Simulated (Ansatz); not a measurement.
Results of LDA in Ansatz (PAW) for bcc Na.

Run with plane-wave cutoff 500 eV, 4×4×4 k mesh, Fermi–Dirac smearing 0.1 eV, cell of 54 sites, scalar-relativistic PAW data made under PBE.

Q: What does this level give for the vacancy formation energy and vacancy formation energy before relaxation?

A: 
- vacancy formation energy: 0.38 eV
- vacancy formation energy before relaxation: 0.44 eV

Measured, for comparison: vacancy formation energy 0.36 eV (not corrected to a static lattice, monovacancy; as tabulated in Riffe and Christensen (2024), arXiv:2406.09527). Computed (rounded) less measured: vacancy formation energy +0.020 eV.

Note: energies are extrapolated to zero smearing, and mesh and cell size move such values by some hundredths of an eV or more.

Computed values are for the static lattice.

Ansatz is a program for electronic structure.
